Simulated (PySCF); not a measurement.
A search over the determinants of OH⁺

Unrestricted PBE0; PySCF, no relativity, basis sets H aug-pcseg-1, O aug-pcseg-1. Outer shells of the fragments: O 2s2 2p4.

Followed along the bond (rough minima from three points):

```
2Ms+1  unpaired  ⟨S²⟩ at the start  R at minimum (Å)  Te (eV)
    3      π ↑↑               2.01              1.04     0.00
    1      π ↑↓               1.00              1.04     0.85
```

Solutions found at the starting distance of 1.020 Å, counted from the lowest of them; the search is not exhaustive and high or unbound solutions are not listed, so other states can lie among these:

```
2Ms+1  unpaired   term  E (eV)  ⟨S²⟩  ⟨Lz²⟩  μ (D)
    3      π ↑↑    ³Σ⁻    0.00  2.01   0.00  -2.21
    1      π ↑↓  mixed    0.85  1.00   2.01  -2.21
    1      none  mixed    3.22  0.00   2.00  -2.23
    3  σ ↑, π ↑     ³Π    3.63  2.00   1.00  -2.20
    1  σ ↓, π ↑  mixed    4.46  1.01   1.00  -2.27
```

A term symbol is given only where ⟨S²⟩ and ⟨Lz²⟩ are close to those of a pure state; real π, δ and φ orbitals otherwise mix terms. A positive dipole points towards O; it is taken about the centre of mass and depends on that origin.
